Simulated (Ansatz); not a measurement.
```xyz
4

N     0.0000    0.5500    3.8000
N     0.0000   -0.5500    3.8000
F     0.7100    0.0000    0.0000
F    -0.7100    0.0000    0.0000
```

RHF on singlet N₂F₂ in separate pieces was run in several spherical basis sets with Ansatz (development build ahead of 0.2.0).

**Question.** Rank the basis sets by the total energy that they give, lowest first, with the distance from the lowest.
A. 6-31G
B. def2-SVP
C. cc-pVDZ

**Answer.** C (0.00 eV), A (3.40 eV), B (7.65 eV).

Totals follow the description of the cores as much as that of the bonds, so this order isn't one of quality for chemistry.
